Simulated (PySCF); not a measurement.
Compound: chloroprene, C4H5Cl.
InChI=1S/C4H5Cl/c1-3-4(2)5/h3H,1-2H2

Method used: MP2 and CCSD/aug-cc-pVDZ in PySCF, restricted Hartree–Fock reference, frozen core, non-relativistic, gas phase, PBE0-D3(BJ)/def2-SVP geometry.

E(HF) = -613.86177 Eh.

How large is the problem?

164 basis functions and 46 electrons; 9 orbitals frozen, which leaves o = 14 correlated occupied and v = 141 virtual orbitals. That is o·v = 1974 singles and o·v(o·v + 1)/2 = 1949325 distinct closed-shell doubles amplitudes before symmetry; the costliest CCSD step grows as o²v⁴ = 7.7 × 10^10.

What are the MP2 and CCSD correlation energies?

MP2 -0.7004 Eh and CCSD -0.7477 Eh, which gives totals of -614.56221 and -614.60952 Eh. That is 0.727 eV for each correlated electron at CCSD (1963 kJ/mol in all, 0.122 % of the total energy); MP2 gives 93.7 % of the CCSD value.

What is the T1 diagnostic?

0.0109, below the customary warning level of 0.02. It is the norm of the spatial-orbital singles amplitudes over the root of the number of correlated electrons, so the norm is 0.058.

How does correlation change the dipole moment?

HF gives 1.64 D and CCSD (unrelaxed density) 1.46 D, a change of -0.18 D.

Connected triples and the basis-set limit are missing.

The job also held the EOM ionisation roots. The run took 7.9 min on one thread, Arm Neoverse V1 (aarch64), no GPU, shared host with 32 logical CPUs at a one-minute load of 37, and the process peaked at 2.9 GiB of memory.

The values belong to the conformer `[CH2:1]=[CH:2][C:3](=[CH2:4])[Cl:5]`: C1–C2–C3–C4 180°.
